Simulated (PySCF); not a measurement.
**Computed data sheet: `C=C(F)C=O`**

Species: C3H3FO.
Atom-mapped SMILES: `[CH2:1]=[C:2]([F:3])[CH:4]=[O:5]` (hydrogens: H6, H7 on C1; H8 on C4)

Some functional groups and rings: aldehyde, C=C double bond and C–F bond.

**GFN2-xTB geometry**

```
Point group of the GFN2-xTB geometry                  : Cs
Rotational constants A, B, C of the GFN2-xTB geometry : 10.238, 4.183, 2.970 GHz
```

From PBE0/def2-SVPD ground state and vertical TDDFT (core frozen in the response) (PySCF):

```
Dipole moment                                                     : 1.57 D
HOMO energy                                                       : -8.19 eV
LUMO energy                                                       : -2.44 eV
HOMO–LUMO gap                                                     : 5.75 eV
Lowest singlet excitation                                         : 3.64 eV (340 nm, f = 0.000)
Strongest line among the 6 lowest singlet transitions             : S2 at 5.47 eV (227 nm, f = 0.205)
Lowest triplet excitation (Tamm–Dancoff)                          : 3.07 eV
Static isotropic polarisability                                   : 41.1 au
Electronic spatial extent ⟨r²⟩ about the centre of nuclear charge : 388 bohr²
```

PBE0/pcSseg-1 ground state and GIAO shieldings, non-relativistic (PySCF):

```
Lowest Hirshfeld atomic charge                              : -0.21 e on O5
Highest Hirshfeld atomic charge                             : +0.12 e on C4
13C chemical shifts (computed TMS as zero) by class         : 191.6 (C4), 169.7 (C2), 108.2 (C1) ppm
1H chemical shifts (computed TMS as zero) by class          : 9.64 (H8), 5.97 (H7), 5.43 (H6) ppm
Isotropic shieldings of nuclei other than C and H, by class : -355 (O5), 293 (F3) ppm
Mayer bond orders between heavy atoms                       : C1–C2 1.84, C2–F3 0.95, C2–C4 0.98, C4–O5 2.00
```

Monoisotopic mass from the formula: 74.0168 u.

S1 lies 2.11 eV below the HOMO–LUMO gap; its leading configuration is HOMO→LUMO, weight 0.98. The largest Löwdin shares of the LUMO are 0.26 on C4, 0.24 on O5, 0.22 on C1 and 0.16 on C2. With B = h/(8π²I), that is 505.379 GHz u Å² over I, the principal moments of inertia are 49.4, 120.8 and 170.2 u Å² (most abundant isotopes); the inertial defect Ic − Ia − Ib is 0.0 u Å² (zero for a rigid planar frame, negative otherwise). The largest Löwdin shares of the HOMO are 0.62 on O5, 0.16 on C4, 0.09 on H8 and 0.08 on C2.

One conformer (not necessarily the lowest) at the GFN2-xTB geometry, without solvent, vibrations or thermal averaging.

Shape of the structure used: `[CH2:1]=[C:2]([F:3])[CH:4]=[O:5]`: C1–C2–C4–O5 0°.
